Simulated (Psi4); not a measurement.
# S2F2 (Thio-thionyl fluoride), step by step

Wanted: a structure relaxation (singlet S2F2, SVWN-RPA/STO-3G), then the energy (doublet [S2F2]+, USVWN-RPA/STO-3G), then a geometry optimisation (doublet [S2F2]+, USVWN-RPA/STO-3G), then the energy (singlet S2F2, SVWN-RPA/STO-3G) of F2S2. 

The results are computed with Psi4 1.11.

### Step 1. The molecule

S2F2 has 4 atoms, charge 0, and is taken as a singlet. SMILES: `FS(F)=S`. Geometry: relaxed at GFN2-xTB. The run starts from this shape.

Bond lengths: F1–S2 1.681 Å, S2–F3 1.682 Å, S2–S4 1.873 Å. Angles: F1–S2–F3 90.0°, F1–S2–S4 108.4°, F3–S2–S4 108.4°.

### Step 2. A structure relaxation at SVWN-RPA/STO-3G (density fitting) (run 1)

input.inp reads:

```
memory 1600 MB

molecule m {
  0 1
  F      0.766610     0.341640     1.237090
  S     -0.514710    -0.073220     0.231030
  F      0.333030    -1.428520    -0.291570
  S     -0.584940     1.160090    -1.176550
}

set {
  basis STO-3G
}

e, wfn = opt('svwn', return_wfn=True)
```

On the command line:

```
$ psi4 -i input.inp -o input.out -n 1
```

input.out:

```text
[...]
  Running in c1 symmetry.
[...]
  Nuclear repulsion =  233.814951638961475
[...]
  Multiplicity = 1
[...]
  Nalpha       = 25
  Nbeta        = 25
[...]
    Number of basis functions: 28
[...]
   @DF-RKS iter   1:  -980.93733843864561   -4.06489e-01   1.67803e-02 ADIIS/DIIS
[...]
   @DF-RKS iter   7:  -981.15304523823454   -1.30740e-11   3.39892e-09 DIIS
[...]
    Orbital Energies [Eh]
    ---------------------
    Doubly Occupied:
       1A    -86.772336     2A    -86.469498     3A    -23.730992
       4A    -23.730803     5A     -7.474922     6A     -7.212456
       7A     -5.532257     8A     -5.529418     9A     -5.522043
      10A     -5.279854    11A     -5.258316    12A     -5.253986
      13A     -0.981028    14A     -0.934289    15A     -0.684753
      16A     -0.480851    17A     -0.342001    18A     -0.319146
      19A     -0.280446    20A     -0.152007    21A     -0.142408
      22A     -0.140678    23A     -0.123260    24A     -0.101132
      25A     -0.082213
[...]
  @DF-RKS Final Energy:  -981.15304523823454
   => Energetics <=
    Nuclear Repulsion Energy =            224.1475714257896357
    One-Electron Energy =               -1817.9568706470504367
    Two-Electron Energy =                 682.2713134807361257
    DFT Exchange-Correlation Energy =     -69.6150594977099217
    Empirical Dispersion Energy =           0.0000000000000000
    VV10 Nonlocal Energy =                  0.0000000000000000
    Total Energy =                       -981.1530452382345402
[...]
 Multipole Moments:
 ------------------------------------------------------------------------------------
     Multipole            Electronic (a.u.)      Nuclear  (a.u.)        Total (a.u.)
 ------------------------------------------------------------------------------------
 L = 1.  Multiply by 2.5417464519 to convert [e a0] to [Debye]
 Dipole X            :          1.1645994           -1.3830283           -0.2184289
 Dipole Y            :         -1.5848392            1.3331910           -0.2516482
 Dipole Z            :          1.5040208           -1.1507428            0.3532780
 Magnitude           :                                                    0.4856371
[...]
  -Total Gradient:
     Atom            X                  Y                   Z
    ------   -----------------  -----------------  -----------------
       1       -0.000139136551     0.000003084530     0.000031939294
       2       -0.000127294546     0.000104011904    -0.000084695560
       3       -0.000138443984     0.000007293568     0.000035323500
       4        0.000019740909     0.000023062397    -0.000032380660
[...]
    Final optimized geometry and variables:
    Molecular point group: c1
    Full point group: C1
    Geometry (in Angstrom), charge = 0, multiplicity = 1:
    F            0.946899473708     0.226154015533     1.395795412843
    S           -0.416489423614    -0.231755467312     0.386458575297
    F            0.495204517348    -1.616291885553    -0.195898923259
    S           -0.440435761971     1.057801411047    -1.099459529734
    Psi4 run time: 0:00:04.01
[...]
```

The script printed:

```text
Optimizer: Optimization complete!
```

It took 4.8 s on 1 thread of Intel Xeon 6975P-C (Granite Rapids), shared host; peak memory 0.24 GiB.

The path in brief:

| step | energy from the first frame kept (eV) | largest force (eV/Å) |
| --- | --- | --- |
| 0 | 0.0000 | 4.1437 |
| 1 | -0.3279 | 1.0591 |
| 2 | -0.3480 | 0.2692 |
| 3 | -0.3495 | 0.0749 |
| 4 | -0.3497 | 0.0209 |
| 5 | -0.3497 | 0.0095 |

After the run. Bond lengths: F1–S2 1.757 Å, S2–F3 1.757 Å, S2–S4 1.968 Å. Angles: F1–S2–F3 89.6°, F1–S2–S4 105.8°, F3–S2–S4 105.8°.

### Step 3. The doublet cation: a single-point energy at USVWN-RPA/STO-3G (density fitting) (run 2)

f2s2.inp reads:

```
memory 1600 mb

molecule {
  1 2
  F      0.806949     0.364474     1.275462
  S     -0.556440    -0.093435     0.266126
  F      0.355254    -1.477972    -0.316232
  S     -0.580386     1.196122    -1.219793
  symmetry c1
}

set basis STO-3G
set reference uks

energy("svwn")
```

On the command line:

```
$ psi4 -n 1 f2s2.inp f2s2.out
```

f2s2.out:

```text
[...]
  Running in c1 symmetry.
[...]
  Nuclear repulsion =  224.147536263421728
[...]
  Multiplicity = 2
[...]
  Nalpha       = 25
  Nbeta        = 24
[...]
    Number of basis functions: 28
[...]
   @DF-UKS iter   1:  -980.72121744569267   -3.71792e-01   1.65414e-02 DIIS/ADIIS
[...]
   @DF-UKS iter  11:  -980.90343104209308   -1.88152e-09   2.13005e-07 DIIS
[...]
   @S^2 Observed:                7.535457354E-01
[...]
    Orbital Energies [Eh]
    ---------------------
    Alpha Occupied:
       1A    -87.133649     2A    -86.938177     3A    -24.103285
       4A    -24.103097     5A     -7.823979     6A     -7.653851
       7A     -5.882319     8A     -5.878570     9A     -5.871684
      10A     -5.718164    11A     -5.709892    12A     -5.694093
      13A     -1.295063    14A     -1.247802    15A     -1.020328
      16A     -0.812017    17A     -0.650924    18A     -0.639533
      19A     -0.596228    20A     -0.465443    21A     -0.458380
      22A     -0.456525    23A     -0.450117    24A     -0.437814
      25A     -0.434401
    Alpha Virtual:
[...]
  @DF-UKS Final Energy:  -980.90343104209308
   => Energetics <=
    Nuclear Repulsion Energy =            224.1475362634217277
    One-Electron Energy =               -1800.6396059427079308
    Two-Electron Energy =                 664.5044767127902787
    DFT Exchange-Correlation Energy =     -68.9158380755971365
    Empirical Dispersion Energy =           0.0000000000000000
    VV10 Nonlocal Energy =                  0.0000000000000000
    Total Energy =                       -980.9034310420930751
[...]
 Multipole Moments:
 ------------------------------------------------------------------------------------
     Multipole            Electronic (a.u.)      Nuclear  (a.u.)        Total (a.u.)
 ------------------------------------------------------------------------------------
 L = 1.  Multiply by 2.5417464519 to convert [e a0] to [Debye]
 Dipole X            :          0.9941791           -1.3830282           -0.3888491
 Dipole Y            :         -1.0735844            1.3331917            0.2596073
 Dipole Z            :          0.9605842           -1.1507425           -0.1901584
 Magnitude           :                                                    0.5047373
[...]
```

It took 1.7 s on 1 thread of Intel Xeon 6975P-C (Granite Rapids), shared host; peak memory 0.21 GiB.

### Step 4. The doublet cation: a geometry optimisation at USVWN-RPA/STO-3G (density fitting) (run 3)

run.py reads:

```python
import psi4

psi4.set_memory('1600 MB')
psi4.set_num_threads(1)
psi4.set_output_file('output.dat', False)

m = psi4.geometry("""
1 2
F      1.52491261     0.68875604     2.41027386
S     -1.05151920    -0.17656656     0.50290525
F      0.67133276    -2.79296230    -0.59759187
S     -1.09677059     2.26034299    -2.30507470
units au
symmetry c1
""")

psi4.set_options({
    'basis': 'STO-3G',
    'reference': 'uks',
})

result, w = psi4.optimize("SVWN", return_wfn=True)
print(f'total energy {result:.8f} hartree = {result * 27.211386:.5f} eV')
print(m.to_string(dtype='xyz', units='Angstrom'))
for k, v in sorted(psi4.core.scalar_variables().items()):
    print(f'{k:45s} {v:18.10f}')
```

On the command line:

```
$ python run.py
```

output.dat (excerpt; [...] marks lines left out):

```text
[...]
  Running in c1 symmetry.
[...]
  Nuclear repulsion =  224.147536514235298
[...]
  Multiplicity = 2
[...]
  Nalpha       = 25
  Nbeta        = 24
[...]
    Number of basis functions: 28
[...]
   @DF-UKS iter   1:  -980.72121744598007   -3.71792e-01   1.65414e-02 DIIS/ADIIS
[...]
   @DF-UKS iter   8:  -980.91331821551387   -1.64732e-10   8.87094e-09 DIIS
[...]
   @S^2 Observed:                7.545244875E-01
[...]
  @DF-UKS Final Energy:  -980.91331821551387
   => Energetics <=
    Nuclear Repulsion Energy =            221.9521118137701023
    One-Electron Energy =               -1796.4370928046055269
    Two-Electron Energy =                 662.5013501623909633
    DFT Exchange-Correlation Energy =     -68.9296873870692934
    Empirical Dispersion Energy =           0.0000000000000000
    VV10 Nonlocal Energy =                  0.0000000000000000
    Total Energy =                       -980.9133182155138684
[...]
 Multipole Moments:
 ------------------------------------------------------------------------------------
     Multipole            Electronic (a.u.)      Nuclear  (a.u.)        Total (a.u.)
 ------------------------------------------------------------------------------------
 L = 1.  Multiply by 2.5417464519 to convert [e a0] to [Debye]
 Dipole X            :          0.9984114           -1.3434342           -0.3450229
 Dipole Y            :         -1.1196981            1.3294410            0.2097428
 Dipole Z            :          1.0127625           -1.1576366           -0.1448741
 Magnitude           :                                                    0.4289771
[...]
  -Total Gradient:
     Atom            X                  Y                   Z
    ------   -----------------  -----------------  -----------------
       1       -0.000133695343    -0.000129319263     0.000190741394
       2       -0.000047584769    -0.000083048429     0.000109622671
       3       -0.000134428250    -0.000132289036     0.000188177717
       4        0.000090260869     0.000085428743    -0.000124497745
[...]
    Final optimized geometry and variables:
    Molecular point group: c1
    Full point group: C1
    Geometry (in Bohr), charge = 1, multiplicity = 2:
    F            1.746936774965     0.417054613767     2.632358414692
    S           -0.709321233111    -0.537093365218     0.822999465398
    F            0.900226859017    -3.036645316552    -0.351298775476
[...]
```

Standard output:

```text
Optimizer: Optimization complete!
total energy -980.91331822 hartree = -26692.01093 eV
4
1 2 F2S2
F                     0.924439129793     0.220695797210     1.392984083370
S                    -0.375356631607    -0.284217568875     0.435512561482
F                     0.476379538225    -1.606923498407    -0.185899306118
S                    -0.457036042227     1.107940017103    -1.152784931006

CURRENT ENERGY                                   -980.9133182155
CURRENT REFERENCE ENERGY                         -980.9133182155
DD SOLVATION ENERGY                                 0.0000000000
DFT FUNCTIONAL TOTAL ENERGY                      -980.9133182155
DFT TOTAL ENERGY                                 -980.9133182155
DFT VV10 ENERGY                                     0.0000000000
DFT XC ENERGY                                     -68.9296873871
GRID ELECTRONS ALPHA                               24.9999950483
GRID ELECTRONS BETA                                23.9999951668
GRID ELECTRONS TOTAL                               48.9999902151
NUCLEAR REPULSION ENERGY                          221.9521118138
ONE-ELECTRON ENERGY                             -1796.4370928046
OPTIMIZATION ITERATIONS                             7.0000000000
PCM POLARIZATION ENERGY                             0.0000000000
PE ENERGY                                           0.0000000000
SCF ITERATION ENERGY                             -980.9133182155
SCF ITERATIONS                                      8.0000000000
SCF TOTAL ENERGY                                 -980.9133182155
TWO-ELECTRON ENERGY                               662.5013501624
XC GRID RADIAL POINTS                              75.0000000000
XC GRID SPHERICAL POINTS                          302.0000000000
XC GRID TOTAL POINTS                            81972.0000000000
```

It took 6.9 s on 1 thread of Intel Xeon 6975P-C (Granite Rapids), shared host; peak memory 0.24 GiB.

The path in brief:

| step | energy from the first frame kept (eV) | largest force (eV/Å) |
| --- | --- | --- |
| 0 | 0.0000 | 3.6900 |
| 1 | -0.2108 | 1.6206 |
| 2 | -0.2583 | 0.4692 |
| 3 | -0.2639 | 0.2523 |
| 4 | -0.2672 | 0.0916 |
| 5 | -0.2687 | 0.0284 |
| 6 | -0.2690 | 0.0137 |

After the run. Bond lengths: F1–S2 1.691 Å, S2–F3 1.691 Å, S2–S4 2.114 Å. Angles: F1–S2–F3 93.1°, F1–S2–S4 105.0°, F3–S2–S4 105.0°.

### Step 5. A single-point energy at SVWN-RPA/STO-3G (density fitting) (run 4)

job.inp reads:

```
memory 1600 mb

molecule {
  0 1
  F
  S 1 r2
  F 2 r3 1 a3
  S 2 r4 3 a4 1 d4

  r2 = 1.691496
  r3 = 1.691495
  a3 = 93.12054
  r4 = 2.113637
  a4 = 104.97788
  d4 = 106.41053
  symmetry c1
}

set globals {
  basis     STO-3G
  reference rks
}

E = energy("svwn")
```

On the command line:

```
$ psi4 -n 1 job.inp job.out
```

job.out:

```text
[...]
  Running in c1 symmetry.
[...]
  Nuclear repulsion =  221.952155094463791
[...]
  Multiplicity = 1
[...]
  Nalpha       = 25
  Nbeta        = 25
[...]
    Number of basis functions: 28
[...]
   @DF-RKS iter   1:  -980.87488642624692   -5.35798e-01   1.79566e-02 DIIS/ADIIS
[...]
   @DF-RKS iter  17:  -981.13977388993749   -3.41130e-08   6.07314e-07 DIIS
[...]
    Orbital Energies [Eh]
    ---------------------
    Doubly Occupied:
       1A    -86.777689     2A    -86.427402     3A    -23.760868
       4A    -23.760647     5A     -7.479728     6A     -7.173730
       7A     -5.536215     8A     -5.536159     9A     -5.526017
      10A     -5.242665    11A     -5.219080    12A     -5.215145
      13A     -1.019207    14A     -0.968137    15A     -0.645753
      16A     -0.475859    17A     -0.360512    18A     -0.326524
      19A     -0.288065    20A     -0.174877    21A     -0.166766
      22A     -0.166211    23A     -0.132508    24A     -0.072227
      25A     -0.056522
[...]
  @DF-RKS Final Energy:  -981.13977388993749
   => Energetics <=
    Nuclear Repulsion Energy =            221.9521550944637909
    One-Electron Energy =               -1813.5861227810992204
    Two-Electron Energy =                 680.1071151745834413
    DFT Exchange-Correlation Energy =     -69.6129213778853853
    Empirical Dispersion Energy =           0.0000000000000000
    VV10 Nonlocal Energy =                  0.0000000000000000
    Total Energy =                       -981.1397738899374872
[...]
 Multipole Moments:
 ------------------------------------------------------------------------------------
     Multipole            Electronic (a.u.)      Nuclear  (a.u.)        Total (a.u.)
 ------------------------------------------------------------------------------------
 L = 1.  Multiply by 2.5417464519 to convert [e a0] to [Debye]
 Dipole X            :          1.8610160           -1.1782649            0.6827512
 Dipole Y            :         -1.4697692            1.3630627           -0.1067065
 Dipole Z            :         -1.3918173            1.2907761           -0.1010412
 Magnitude           :                                                    0.6983873
[...]
```

It took 1.8 s on 1 thread of Intel Xeon 6975P-C (Granite Rapids), shared host; peak memory 0.21 GiB.

### Step 6. Summary of results

| quantity | value |
| --- | --- |
| run 1, SVWN-RPA/STO-3G: total energy at the end | -981.15305 Eh |
| run 1, SVWN-RPA/STO-3G: dipole moment | 1.23 D |
| run 1, SVWN-RPA/STO-3G: HOMO energy | -2.24 eV |
| run 1, SVWN-RPA/STO-3G: LUMO energy | 0.60 eV |
| run 1, SVWN-RPA/STO-3G: HOMO–LUMO gap | 2.83 eV |
| doublet cation, run 2: total energy | -980.90343 Eh |
| doublet cation, run 2: HOMO energy (highest over α and β) | -11.50 eV |
| doublet cation, run 2: LUMO energy (lowest over α and β) | -11.26 eV |
| doublet cation, run 2: ⟨S²⟩ | 0.754 |
| doublet cation, run 3: total energy at the end | -980.91332 Eh |
| doublet cation, run 3: HOMO energy (highest over α and β) | -10.81 eV |
| doublet cation, run 3: LUMO energy (lowest over α and β) | -10.73 eV |
| doublet cation, run 3: ⟨S²⟩ | 0.755 |
| run 4, SVWN-RPA/STO-3G: total energy | -981.13977 Eh |
| run 4, SVWN-RPA/STO-3G: dipole moment | 1.78 D |
| run 4, SVWN-RPA/STO-3G: HOMO energy | -1.54 eV |
| run 4, SVWN-RPA/STO-3G: LUMO energy | 0.96 eV |
| run 4, SVWN-RPA/STO-3G: HOMO–LUMO gap | 2.49 eV |
| adiabatic ionisation energy (to the doublet cation, no zero-point term) | 6.523 eV |

In words: The adiabatic ionisation energy (to the doublet cation, no zero-point term) is 6.52 eV (629 kJ/mol). In a minimal basis such a difference can be off by several eV, whatever the method. The optimisation (run 1, SVWN-RPA/STO-3G) took 6 steps and changed the energy by -0.350 eV. The optimisation (doublet cation, run 3) took 7 steps and changed the energy by -0.269 eV.
